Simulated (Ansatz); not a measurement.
# BNHO (sextet): the correlation ladder, cc-pVDZ

One table from this session's results is given with a row withheld; the runs are named, their logs left out.

The runs use Ansatz 0.2.0, Gaussian basis; cc-pVDZ, core rule «outside noble gas», up to 3 orbitals frozen.

The runs, in order: UHF; CCSD(T) on ROHF; CCSD(T) on UHF; BCCD(T) on ROHF; CISD as a restricted active space (open shells left free, so some higher excitations enter); CCSDT(Q) on ROHF; CCSDT(Q) on UHF.

31 further runs of the same task are left out: 6 for a known fault of the program, 12 that didn't finish, 13 set aside as unsound or not needed. Runs told in other sessions of the task aren't counted.

## The geometry

The geometry is a PBE0/def2-TZVP stationary point (not a proven minimum) of the parent state, kept for this charge and spin.

4 atoms, charge 0, spin multiplicity 6.

Atoms are counted from 1 here; the program's logs count them from 0.

Bond lengths: B1–O2 1.297 Å, B1–N3 1.456 Å, N3–H4 1.024 Å. Angles: O2–B1–N3 104.2°, B1–N3–H4 125.7°.

Set-up of the first run:

File in.yaml:

```yaml
crystal:
  periodic: [false, false, false]
  atoms:
    - {symbol: B, position_ang: [0.000000, -0.641441, 0.112037]}
    - {symbol: O, position_ang: [0.000000, 0.293033, 1.012076]}
    - {symbol: N, position_ang: [0.000000, 0.081208, -1.152009]}
    - {symbol: H, position_ang: [0.000000, 1.100079, -1.258002]}
basis:
  gaussian: {orbitals: cc-pVDZ}
magnetization: {spin_polarized: true, initial_magnetization: 5}
hamiltonian: {xc: hf}
output: {orbitals: {seedname: orbitals}}
```

Started as:

```bash
ansatz run in.yaml --threads 1 --pin off --events-out ev --progress --plain --max-ram 2393MiB
```

Steps of the session up to this table: UHF; CCSD(T) on ROHF; CCSD(T) on UHF; BCCD(T) on ROHF; CISD as a restricted active space (open shells left free, so some higher excitations enter); CCSDT(Q) on ROHF; CCSDT(Q) on UHF.

One of the session's tables, all rows but one given; the rest of the session is left out.

```
   method  from UCCSDT(Q) (meV)
     ROHF               +9401.4
      UHF               +9049.7
     RMP2               +1334.1
     UMP2               +1304.0
     CISD                +940.5
    RCCSD                +254.4
    UCCSD                +246.1
 RCCSD(T)                 +50.4
 UCCSD(T)                 +48.1
  BCCD(T)                     ?
   RCCSDT                 +16.9
   UCCSDT                 +14.5
RCCSDT(Q)                  +4.8
UCCSDT(Q)                     0
```

**Question.** Estimate the row for BCCD(T).

As computed: from UCCSDT(Q) (meV): +50.3. In the column «from UCCSDT(Q) (meV)» it lies between UCCSD(T) (+48.1) and RCCSD(T) (+50.4).

Limits of these values: Restricted and unrestricted rows rest on different reference determinants; a gap between their highest levels can come from leftover correlation error, from unlike frozen cores or from another state.
